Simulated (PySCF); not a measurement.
B(Cl)3, SMILES ClB(Cl)Cl (BCl₃) at its PBE0/def2-SVP optimised geometry (Å):

```
4

B     -0.4355    -0.0001     0.0000
Cl    -1.3064     1.5088     0.0000
Cl     1.3065    -0.0001     0.0000
Cl    -1.3065    -1.5088     0.0004
```

Method: PBE0/def2-TZVP (PySCF). Cells within 0.4 Å of a nucleus heavier than hydrogen are left out (blank, or x).

Map of the log10 of the electron density (e/bohr³), floored at −4 on the plane z = 0.0 Å:

```
|0000000000000000000000000000000|
|0000000011111100000000000000000|
|0000001122222221000000000000000|
|0000012334444332100000000000000|
|0000123445555443210000000000000|
|0001234566666654321000000000000|
|0012345677887765432111100000000|
|0012456788998765432222211000000|
|0023457899x99876543333322100000|
|012346789xxx9876544554443210000|
|012346789xxx9876555666554321000|
|0023457899999876667777665431000|
|0013456788999877778888776432100|
|0012345677888887888999876542100|
|0012344567788xx8899xxx987542100|
|000123456678xxx8899xxx987543100|
|0012344567788xx8899xxx987542100|
|0012345677888887888999876542100|
|0013456788999877778888776432100|
|0023457899999876667777665431000|
|012346789xxx9876555666554321000|
|012346789xxx9876544554443210000|
|0023457899x99876543333322100000|
|0012456788998765432222211000000|
|0012345677887765432111100000000|
|0001234566666654321000000000000|
|0000123445555443210000000000000|
|0000012334444332100000000000000|
|0000001122222221000000000000000|
|0000000011111100000000000000000|
|0000000000000000000000000000000|
```
Scale: ten equal steps from -4.00 (start of '0') to -0.328 (end of '9'), in the order '0123456789'; x runs from -4.00 to 4.00, y from -4.00 (bottom) to 4.00 (top).
